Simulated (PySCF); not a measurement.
Compound: NH4 (charge +1).
Geometry (PBE0-D3(BJ)/def2-SVP, Å), atoms numbered from 1 in this order:
```
atom  x, y, z in Å
N1    -0.006    0.001   -0.001
H2     0.899   -0.489    0.014
H3     0.109    0.921   -0.450
H4    -0.343    0.130    0.963
H5    -0.690   -0.556   -0.532
```

Level of theory: PBE0-D3(BJ)/def2-SVP geometry optimisation, gas phase in PySCF 2.14.0.

Masses are those of the commonest isotopes; rigid-rotor values at the optimised geometry. 

Q: Give the principal moments of inertia and the rotational constants in cm⁻¹.

A: Ia = 2.85, Ib = 2.85, Ic = 2.85 u·Å²; 505379 MHz·u·Å²/I gives 177377, 177366 and 177362 MHz, that is A = 5.91666, B = 5.91631, C = 5.91617 cm⁻¹.

Q: What kind of rotor is it?

A: A spherical top, as the point group Td requires three equal moments; the computed ones differ by 0.01 % because the geometry is symmetric only within the optimiser's tolerance.

The point group Td allows no dipole (computed: 0.00 D (about the centre of mass, as the species is charged)), so a rigid rotor has no electric-dipole lines.

Q: Estimate the classical rotational partition function at 50 K and 500 K.

A: Point group Td, symmetry number σ = 12; q = (√π/σ)·√((kT/h)³/(ABC)), k/h = 20836.6 MHz/K: 2.1 at 50 K, 66.5 at 500 K.

PBE0-D3(BJ)/def2-SVP frequencies: not computed here. Zero-point vibration and centrifugal distortion are left out.
